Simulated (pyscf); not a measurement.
## Hydrogen abstraction: H₆O₃Si₃ (SMILES O1[SiH2]O[SiH2]O[SiH2]1) + F–CH•–F (SMILES F[CH]F) -> H₅O₃Si₃ (SMILES O1[SiH]O[SiH2]O[SiH2]1) [doublet] + F–CH₂–F (SMILES FCF)

Gas phase, doublet surface, charge 0. Bonds broken: Si1–H7. Bonds formed: H7–C14. Optimised with ωB97X-D3(BJ)/def2-SVP in PySCF.

Transition state (Å):

```xyz
16

Si    -0.6400     0.3457    -1.5156
O     -0.8356    -1.0567    -0.6433
Si    -0.9912    -1.2827     1.0027
O     -1.3147     0.1957     1.6850
Si    -1.4198     1.7305     1.0552
O     -1.2184     1.6031    -0.5952
H      0.9850     0.6512    -1.5280
H     -1.3986     0.2585    -2.7911
H     -2.1316    -2.1993     1.2456
H      0.2661    -1.8370     1.5591
H     -0.3652     2.5939     1.6352
H     -2.7707     2.2798     1.3253
F      1.6140     0.6523     0.5789
C      2.0748     1.1015    -0.6088
F      2.0605     2.4335    -0.6199
H      3.0735     0.6881    -0.8292
```

One imaginary mode, 1413i cm⁻¹; descent along it reached the two sides named.

```csv
bond,change,reactant side (Å),saddle,product side
Si1–H7,breaks,1.481,1.653,3.2
H7–C14,forms,3.5,1.495,1.101
```

Electronic energies relative to the separated reactants (eV):

```csv
level,barrier,reaction energy,reverse barrier
ωB97X-D3(BJ)/def2-TZVP,0.41,-0.31,0.72
PBE/def2-TZVP,0.25,-0.45,0.70
r²SCAN/def2-TZVP,0.31,-0.33,0.64
B3LYP-D3(BJ)/def2-TZVP,0.35,-0.35,0.70
PBE0-D3(BJ)/def2-TZVP,0.31,-0.39,0.70
M06-2X/def2-TZVP,0.41,-0.42,0.84
ωB97M-D3(BJ)/def2-TZVP,0.46,-0.32,0.77
HF/def2-TZVP,1.25,-0.14,1.38
```

With ωB97M-D3(BJ)/def2-TZVP energies and thermal terms (ideal gas, 1 atm, RRHO with modes under 100 cm⁻¹ raised to 100, one conformer, R ln 2 for chiral ones without a mode under 150 cm⁻¹), in eV:

```
T (K)   ΔH‡   ΔG‡     ΔH     ΔG
-----  ----  ----  -----  -----
298    0.42  0.91  -0.22  -0.25
600    0.45  1.39  -0.23  -0.27
900    0.49  1.85  -0.25  -0.29
1200   0.52  2.30  -0.26  -0.30
```

One saddle was located; it need not be the lowest between these sides. The angle at the transferred H is 140°.
